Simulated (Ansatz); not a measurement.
FH₃OSi, SMILES O[SiH2]F, a short molecular-dynamics run

Computed with Ansatz 0.2.0, Python API.

The cells in order, each with its output:

```python
import ansatz as az
from ase import Atoms
import numpy as np
```

```python
BASIS = "6-31G"
XC = "B3LYP"
N_STEPS = 30
TEMPERATURE_K = 300
```

```python
atoms = Atoms(["O", "Si", "F", "H", "H", "H"], positions=[
    [-0.8706, 0.1197, -0.8934],
    [0.3762, 0.083, 0.1178],
    [-0.0921, -0.8661, 1.3139],
    [-1.6054, -0.3454, -0.6087],
    [1.5412, -0.5094, -0.6075],
    [0.6927, 1.4542, 0.6317],
])
molecule = az.Crystal.molecule_from_ase(atoms)
```

```python
setup = molecule.calculation().basis(gaussian=BASIS).functional(XC)
symbols = [site.symbol for site in molecule.cartesian_sites]
start = np.array([site.position_ang for site in molecule.cartesian_sites], dtype=float)
rep = setup.relax(force_tolerance=0.02, max_steps=100).run().report
end = np.array(rep["positions_ang"])
minimum = az.Crystal.molecule()
for symbol, place in zip(symbols, end):
    minimum = minimum.atom(symbol, place.tolist())

setup = (
    minimum.calculation()
    .basis(gaussian=BASIS)
    .functional(XC)
    .md("nve", timestep=1.0, steps=N_STEPS, temperature=TEMPERATURE_K, initial_velocities="maxwell_boltzmann", seed=24)
)
frames = []
done = setup.session().plan().execute(on_event=lambda e: frames.append(e["data"]) if e["event"] == "md_step" else None)
print("t (fs)   E_pot (eV)      E_kin (eV)   T (K)   d(0-1) (A)")
for f in frames[::3]:
    xyz = np.array(f["positions_ang"])
    print(f"{f['time_fs']:6.2f} {f['lagrangian_ev']:14.5f} {f['e_kin_ev']:10.5f} {f['temperature_k']:8.1f} {np.linalg.norm(xyz[0] - xyz[1]):9.4f}")
kept = np.array([f["conserved_ev"] for f in frames])
print(f"conserved energy moves by at most {1000 * np.ptp(kept):.3f} meV")
symbols = [site.symbol for site in molecule.cartesian_sites]
with open("last_frame.xyz", "w") as handle:
    handle.write(f"{len(symbols)}\nt = {frames[-1]['time_fs']} fs\n")
    handle.writelines("{:2s} {:10.5f} {:10.5f} {:10.5f}\n".format(s, *xyz) for s, xyz in zip(symbols, frames[-1]["positions_ang"]))
```

    t (fs)   E_pot (eV)      E_kin (eV)   T (K)   d(0-1) (A)
      0.00   -12690.11279    0.15511    300.0    1.7054
      3.00   -12690.05188    0.09639    186.4    1.7068
      6.00   -12690.03566    0.08006    154.9    1.7068
      9.00   -12690.04477    0.08763    169.5    1.7070
     12.00   -12689.99934    0.04447     86.0    1.7039
     15.00   -12690.06184    0.10460    202.3    1.6980
     18.00   -12690.02071    0.06515    126.0    1.6940
     21.00   -12690.01566    0.05964    115.4    1.6920
     24.00   -12690.02363    0.06656    128.7    1.6944
     27.00   -12689.96218    0.00773     14.9    1.7018
     30.00   -12690.02699    0.06957    134.6    1.7090
    conserved energy moves by at most 3.219 meV

`last_frame.xyz`, as written:
```text
6
t = 30.0 fs
O    -0.88127   -0.11869   -1.00570
Si    0.38509   -0.00083    0.13585
F     0.22005   -0.91769    1.56249
H    -1.82654   -0.24404   -0.81547
H     1.60644   -0.51790   -0.52073
H     0.60787    1.36638    0.66726
```

What to keep in mind:
- Total energies depend on the basis set; only differences at equal settings carry meaning.
- The trajectory is only some femtoseconds long, so its temperature is not equilibrated; where the script doesn't relax first, it starts from a rough generated geometry.
- b3lyp holds the VWN-RPA fit, as in Gaussian; the form of ORCA and Turbomole is b3lyp5.
- The temperature counts the internal degrees of freedom alone.
- With hydrogen a step over 0.5 fs is long.
- Timing: 48 s on 1 thread of Arm Neoverse V1 (shared host), peak memory 0.19 GiB.

(Lines on the test bed's own set-up are left out of the output.)
